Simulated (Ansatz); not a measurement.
# C₃H₃F₂N: one species, many methods

The task here is to estimate one member of a computed series from the others.

Program: Ansatz 0.2.0, Gaussian basis. Level of theory: functionals in def2-TZVPP, the program's frozen cores in correlated methods. These are calculated values, not measurements.

The runs, in order: PBE-D4, r2SCAN-D4, PBE0-D4, B3LYP-D4, ωB97X-V, ωB97M-V, B2PLYP; CCSD(T)/def2-TZVPP; MP2/def2-QZVPP; extrapolation to the limit.

### The relaxed structure

All runs share one geometry, relaxed beforehand with PBE0-D4 in a triple-zeta def2 set.

9 atoms, charge 0, spin multiplicity 1.

Atoms are counted from 1 here; the program's logs count them from 0.

Bond lengths: N1–C2 1.250 Å, N1–H7 1.023 Å, C2–C3 1.478 Å, C2–C5 1.470 Å, C3–F4 1.357 Å, C3–C5 1.510 Å, C3–H8 1.089 Å, C5–F6 1.356 Å, C5–H9 1.090 Å. Angles: C2–N1–H7 110.8°, N1–C2–C3 152.8°, N1–C2–C5 145.6°, C3–C2–C5 61.6°, C2–C3–F4 124.0°, C2–C3–C5 58.9°, C2–C3–H8 114.8°, F4–C3–C5 120.7°, F4–C3–H8 112.9°, C5–C3–H8 115.3°, C2–C5–C3 59.5°, C2–C5–F6 124.2°, C2–C5–H9 114.5°, C3–C5–F6 119.9°, C3–C5–H9 115.8°, F6–C5–H9 113.0°.

Set-up of the first run:

File in.yaml:

```yaml
crystal:
  periodic: [false, false, false]
  atoms:
    - {symbol: N, position_ang: [0.510198, 0.682069, -1.740407]}
    - {symbol: C, position_ang: [0.179085, 0.266490, -0.609467]}
    - {symbol: C, position_ang: [-0.237527, -0.794836, 0.330926]}
    - {symbol: F, position_ang: [0.580042, -1.784864, 0.769473]}
    - {symbol: C, position_ang: [-0.044831, 0.628476, 0.797042]}
    - {symbol: F, position_ang: [-1.106951, 1.344912, 1.239825]}
    - {symbol: H, position_ang: [0.617227, -0.095483, -2.396039]}
    - {symbol: H, position_ang: [-1.273630, -1.115353, 0.227203]}
    - {symbol: H, position_ang: [0.864986, 0.822289, 1.364242]}
basis:
  gaussian: {orbitals: def2-TZVPP}
hamiltonian: {xc: pbe, dispersion: d4}
output: {forces: true, orbitals: {seedname: orbitals}}
```

The run is started by

```sh
> ansatz run in.yaml --threads 4 --pin off --events-out ev --progress --plain --max-ram 10444MiB
```

Among the steps run: PBE-D4 (GGA); r2SCAN-D4 (meta-GGA); PBE0-D4 (hybrid); B3LYP-D4 (hybrid); ωB97X-V (range-separated); ωB97M-V (range-separated); B2PLYP (double hybrid); CCSD(T) in def2-TZVPP; MP2 in def2-QZVPP.

One table of the session follows, with a row left open; its other results are not shown here.

It belongs to the step «Atomisation energies». 

```
            method  atomisation energy (eV)
            PBE-D4                   40.074
         r2SCAN-D4                   38.169
           PBE0-D4                   38.555
          B3LYP-D4                   38.016
           ωB97X-V                   38.178
           ωB97M-V                   38.185
            B2PLYP                   37.602
     HF/def2-TZVPP                   25.057
    MP2/def2-TZVPP                        ?
   CCSD/def2-TZVPP                   35.758
CCSD(T)/def2-TZVPP                   36.641
           MP2/CBS                   39.142
       CCSD(T)/CBS                   37.794
```

Estimate the missing values for MP2/def2-TZVPP.

**Answer.** atomisation energy (eV): 37.989. In the column «atomisation energy (eV)» it lies between CCSD(T)/CBS (37.794) and B3LYP-D4 (38.016).
